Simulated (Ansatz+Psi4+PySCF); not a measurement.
Values are calculated unless marked as measured or tabulated.
A run of Psi4 1.11 on singlet NO(-) at this shape:

```yaml
atoms:
  - { symbol: N, position_ang: [0.0000, 0.0000, -0.6094] }
  - { symbol: O, position_ang: [0.0000, 0.0000, 0.5333] }
```

Its results:

```
Converged                                                          : yes
Total energy                                                       : -129.20596 hartree
Spin squared of the determinant                                    : 0.000
Occupied orbitals by symmetry in an Abelian subgroup (alpha; beta) : 5 A1 2 B1 1 B2; 5 A1 2 B1 1 B2
```

Which input gives this output? Name the method, the orbitals and the basis set, and write the input.

RHF in aug-cc-pVTZ. An unrestricted run that stays on the closed shell gives the same numbers.

```
molecule {
-1 1
N 0.000000 0.000000 -0.609440
O 0.000000 0.000000 0.533260
}

set basis aug-cc-pVTZ
set reference rhf
set scf_type pk
energy('scf')
```

Caution: another spin multiplicity may lie lower; unrestricted orbitals would lower the determinant.
